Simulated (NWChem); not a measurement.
**Correlation energy of propyne (C$_{3}$H$_{4}$)**

```xyz
7

C      1.2234    -0.1960     0.0000
C     -0.2116     0.0353     0.0000
C     -1.4074     0.2252     0.0000
H      1.4491    -1.2737     0.0000
H      1.6966     0.2476     0.8898
H      1.6966     0.2476    -0.8898
H     -2.4686     0.3908     0.0000
```
Charge 0, spin multiplicity 1.

The numbers come from NWChem runs, not from measurements. The geometry was optimised at PBE0/def2-SVP, a minimum by its harmonic frequencies.

Basis set: cc-pVDZ. Each correlation energy counts from its own Hartree-Fock reference.

The correlated methods keep 3 core orbitals frozen. Coupled-cluster values serve here as a point of comparison, not as the truth.

One of these methods gave a correlation energy of -397.8 mHa. Which?
A. CCSD(T)
B. RI-MP2
C. CCSD
D. CR-CCSD[T]

B, RI-MP2. The others give -439.7 (CR-CCSD[T]), -427.0 (CCSD), -443.0 (CCSD(T)).
